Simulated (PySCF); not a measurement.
**NH⁺: energy against distance**

Set-up: PySCF, spin-free X2C with a Gaussian nucleus, basis sets H jorge-DZP-DKH, N jorge-DZP-DKH. Energies in eV from H⁺ + N in their ground configurations at the same level. State: ⁴Σ⁻ (quartet), unpaired electrons σ ↑, π ↑↑.

```csv
R (Å),PBEsol,UHF-SCS-MP2,PBE0,UHF-MP2
0.960,-3.105,-3.329,-3.231,-3.327
1.004,-3.359,-3.547,-3.463,-3.542
1.049,-3.513,-3.664,-3.594,-3.655
1.083,-3.577,-3.700,-3.642,-3.689
1.116,-3.606,-3.701,-3.656,-3.688
1.149,-3.608,-3.674,-3.643,-3.659
1.194,-3.578,-3.604,-3.593,-3.588
1.250,-3.501,-3.478,-3.495,-3.460
1.317,-3.374,-3.291,-3.344,-3.271
1.406,-3.176,-3.008,-3.117,-2.989
```

Q: Put a parabola through the three lowest points of the PBEsol curve and estimate Re, k and ωe (reduced mass 0.9402 u; 1 eV/Å² = 0.16022 mdyn/Å; ωe = 1302.8·√(k/μ) cm⁻¹).

A: Through R = 1.116, 1.149, 1.194 Å the second-order coefficient is 9.32 eV/Å², so Re ≈ 1.136 Å, k ≈ 2.99 mdyn/Å and ωe ≈ 2322 cm⁻¹. A polynomial fit of higher order to the unrounded PBEsol energies gives Re = 1.135 Å, k = 3.44 mdyn/Å, ωe = 2492 cm⁻¹; anharmonicity and rounding make the difference.

The higher-order fit for each curve: PBEsol: Re = 1.135 Å, ωe = 2492 cm⁻¹, De = 3.61 eV; UHF-SCS-MP2: Re = 1.100 Å, ωe = 2826 cm⁻¹, De = 3.70 eV; PBE0: Re = 1.115 Å, ωe = 2639 cm⁻¹, De = 3.66 eV; UHF-MP2: Re = 1.098 Å, ωe = 2838 cm⁻¹, De = 3.69 eV.

Correlated steps freeze 1 core orbital. Correlated levels converge slowly with the basis: in double zeta they bind strong bonds too weakly, by up to about 1 eV, and carry superposition errors of some tenths. For an ion De counts to the pair picked by the measured ionisation energies or electron affinities, which need not be the lowest pair at this level. The state is the lowest determinant that a PBE0 search found; another state may lie lower at other levels.
